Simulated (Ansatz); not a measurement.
A made-up structure of CHBCl, doublet:

C1  (0.294, -0.344, 0.256)
B2  (-0.468, 0.547, -0.408)
Cl3  (1.295, -1.514, 1.129)
H4  (-1.119, 1.308, -0.974)
(Å)

It is relaxed with PBE-D4/def2-SVP and then PBE0-D4/def2-TZVP (Ansatz 0.2.0). Atoms count as bonded within 1.22 times the sum of their covalent radii (H–H: 0.88 Å). The end point is not checked to be a true minimum.

**Question.** Does its bonding change? (A judgement: the text doesn't fix the answer.)

**Answer.** Computed: No: no bond forms or breaks.

Where it ends: The first stage lowers the energy by 0.27 eV in 5 steps. It ends as CHBCl ([BH][C][Cl]):
```csv
atom,x (Å),y (Å),z (Å)
C1,0.3185,-0.3724,0.2776
B2,-0.4425,0.5173,-0.3854
Cl3,1.2319,-1.4401,1.0730
H4,-1.1050,1.2918,-0.9625
```

Labels in which every atom is bracketed show which atoms are joined, not bond orders.

For scale, one of the runs: PBE0-D4/def2-TZVP relaxation, 105 basis functions, launched by `ansatz run in.yaml --threads 2 --pin off --events-out ev --progress --plain --max-ram 4352MiB`. The run took about 77 s on 2 CPU threads of an Arm Neoverse V2 (shared host).
